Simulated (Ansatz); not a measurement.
Input file:

```yaml
crystal:
  periodic: [false, false, false]
  atoms:
    - {symbol: Sb, position_ang: [0.000000, 0.000000, 0.000000]}
    - {symbol: H, position_ang: [0.000000, 0.000000, 1.871000]}
basis:
  gaussian: {orbitals: def2-SVP}
total_charge: 1
magnetization: {spin_polarized: false, initial_magnetization: 1}
hamiltonian: {xc: hf}
scf: {lower_state_search: off}
output: {forces: true, orbitals: {seedname: orbitals}}
```

```sh
$ ansatz run in.yaml --threads 1 --pin off --events-out ev --progress --plain --max-ram 2393MiB
```

(1) Roughly how long does this take on 1 thread of Arm Neoverse V1, shared host, and how much host memory?

```
these checks for a lower state are left out or cut short: stability, starts, cluster_reference, orbital_swaps, neighbouring_geometries, increment
385 factors; integrals over basis functions are off by at most 7.6e-4 eV
mean field evaluation 1: about -6517.1547 eV, gradient 6.0e0 eV
mean field evaluation 2: about -6517.1689 eV, gradient 6.0e0 eV
mean field evaluation 4: about -6517.3595 eV, gradient 3.0e-1 eV
mean field evaluation 8: about -6517.3597 eV, gradient 9.2e-7 eV
mean field -6517.35965518 eV, -239.5085497029 hartree, gradient 8.4e-7 eV, S^2 0.750000; 0 other end points of the search recorded, 0 dependent functions left out
the calculation of the forces begins
reference -6517.35965518 eV, -239.5085497029 hartree; 12, 11 occupied and 19, 20 virtual orbitals, 385 factors
Total energy: -6517.35965518 eV, -239.5085497029 hartree
Atom 0 at     0.000000     0.000000     0.000000 Å, force    -0.000000     0.000000     2.058976 eV/Å
Atom 1 at     0.000000     0.000000     1.871000 Å, force     0.000000     0.000000    -2.058976 eV/Å
Dipole moment:     0.000000     0.000000     0.051504 e Å
Checks for a lower state left out: stability, starts, cluster_reference, orbital_swaps, neighbouring_geometries, increment
```

Forces (eV/Å):
```
Sb   0.000  0.000  2.059
H    0.000  0.000 -2.059
```

Answers

(1) 0.36 s wall and 0.07 GiB.
